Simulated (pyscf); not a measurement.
**Four-centre exchange: H₂N–NH₂ + gallane (GaH₃) -> H₂N–NH–GaH₂ + hydrogen (H₂)**

Gas phase, singlet surface, charge 0. Bonds broken: N1–H3, Ga7–H8. Bonds formed: N1–Ga7, H3–H8. Structures and frequencies: ωB97X-D3(BJ)/def2-SVP in PySCF.

Transition state (Å):

```xyz
10

N     -1.1886    -0.4536    -0.0473
N     -1.8812     0.6666     0.4643
H     -0.7590    -0.2105    -1.4066
H     -1.5594    -1.3600     0.2489
H     -1.8589     0.6804     1.4850
H     -2.8594     0.6418     0.1775
Ga     0.7504    -0.2037    -0.3445
H     -0.0458     0.0383    -2.0284
H      1.3193     1.1701     0.1107
H      1.4906    -1.5749    -0.4669
```

One imaginary mode, 1302i cm⁻¹; descent along it reached the two sides named, in the forms told below.

```tsv
bond	change	reactant side (Å)	saddle	product side
N1–H3	breaks	1.021	1.446	3.2
Ga7–H8	breaks	1.576	1.878	2.9
N1–Ga7	forms	2.147	1.978	1.821
H3–H8	forms	3.0	0.978	0.761
```

Electronic energies relative to the separated reactants (kcal/mol):

```json
[
 {"level": "ωB97X-D3(BJ)/def2-TZVP", "barrier": "14.3", "reaction energy": "-7.8", "reverse barrier": "22.1"},
 {"level": "PBE/def2-TZVP", "barrier": "10.9", "reaction energy": "-7.7", "reverse barrier": "18.6"},
 {"level": "r²SCAN/def2-TZVP", "barrier": "10.3", "reaction energy": "-8.9", "reverse barrier": "19.2"},
 {"level": "B3LYP-D3(BJ)/def2-TZVP", "barrier": "14.6", "reaction energy": "-7.7", "reverse barrier": "22.3"},
 {"level": "PBE0-D3(BJ)/def2-TZVP", "barrier": "12.3", "reaction energy": "-6.6", "reverse barrier": "18.9"},
 {"level": "M06-2X/def2-TZVP", "barrier": "11.9", "reaction energy": "-11.0", "reverse barrier": "22.9"},
 {"level": "ωB97M-D3(BJ)/def2-TZVP", "barrier": "16.5", "reaction energy": "-5.8", "reverse barrier": "22.3"},
 {"level": "HF/def2-TZVP", "barrier": "31.6", "reaction energy": "-1.2", "reverse barrier": "32.7"}
]
```

With ωB97M-D3(BJ)/def2-TZVP energies and thermal terms (ideal gas, 1 atm, RRHO with modes under 100 cm⁻¹ raised to 100, one conformer, R ln 2 for chiral ones without a mode under 150 cm⁻¹), in kcal/mol:

```tsv
T (K)	ΔH‡	ΔG‡	ΔH	ΔG
298	14.6	24.7	-8.5	-6.7
600	15.0	34.9	-7.1	-5.4
900	15.8	44.6	-6.1	-4.7
1200	16.7	54.1	-5.4	-4.4
```

On the reactant side the descent ends in an adduct with a Ga–N contact, 26.6 kcal/mol under the separated species and 40.9 kcal/mol under the saddle at ωB97X-D3(BJ)/def2-TZVP. What is counted as formed (Ga–N) is already present as a longer contact in the reactant adduct; forming that adduct is a step of its own. At the saddle there is also a short Ga–H contact that neither side keeps. H₂N–NH–GaH₂ lies 50.5 kcal/mol over its isomer H₂N–GaH–NH₂ (electronic energy, ωB97M-D3(BJ)/def2-TZVP). One saddle was located; it need not be the lowest between these sides. Elements up to Kr have no core potential and no relativistic terms here.
